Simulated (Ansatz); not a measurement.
All numbers were calculated with Ansatz.

`C=C1CS1` at its PBE0-D4/def2-TZVP geometry, where that method's forces vanish. Charge 0, multiplicity 1.

```
atom   x (Å)   y (Å)   z (Å)
  C1   0.514   1.120   0.701
  C2  -0.035   0.273  -0.146
  C3  -0.368  -1.113  -0.414
  S4  -0.828   0.136  -1.675
  H5   0.559   2.181   0.492
  H6   0.936   0.761   1.632
  H7   0.424  -1.795  -0.706
  H8  -1.202  -1.564   0.116
```

**Question.** For each bond, give half the difference of the two atoms' forces along it (eV/Å; positive pushes the atoms apart) under PBE-D4, r2SCAN-D4, B3LYP-D4, ωB97M-V in def2-TZVPP. (Estimate.)

**Answer.** The calculation gave: 
```json
{"bond": "C1–C2", "length (Å)": "1.317", "PBE-D4": "0.32", "r2SCAN-D4": "0.19", "B3LYP-D4": "0.00", "ωB97M-V": "-0.17"}
{"bond": "C1–H5", "length (Å)": "1.082", "PBE-D4": "0.00", "r2SCAN-D4": "-0.09", "B3LYP-D4": "-0.06", "ωB97M-V": "-0.04"}
{"bond": "C1–H6", "length (Å)": "1.084", "PBE-D4": "0.02", "r2SCAN-D4": "-0.06", "B3LYP-D4": "-0.07", "ωB97M-V": "-0.05"}
{"bond": "C2–C3", "length (Å)": "1.450", "PBE-D4": "-0.01", "r2SCAN-D4": "0.00", "B3LYP-D4": "0.15", "ωB97M-V": "0.29"}
{"bond": "C2–S4", "length (Å)": "1.728", "PBE-D4": "0.16", "r2SCAN-D4": "0.06", "B3LYP-D4": "0.31", "ωB97M-V": "0.28"}
{"bond": "C3–S4", "length (Å)": "1.833", "PBE-D4": "0.37", "r2SCAN-D4": "0.24", "B3LYP-D4": "0.45", "ωB97M-V": "0.25"}
{"bond": "C3–H7", "length (Å)": "1.086", "PBE-D4": "0.06", "r2SCAN-D4": "-0.05", "B3LYP-D4": "-0.13", "ωB97M-V": "-0.15"}
{"bond": "C3–H8", "length (Å)": "1.086", "PBE-D4": "0.06", "r2SCAN-D4": "-0.05", "B3LYP-D4": "-0.13", "ωB97M-V": "-0.15"}
```

B3LYP here is the variant with VWN-RPA as its local correlation; programs differ in this.
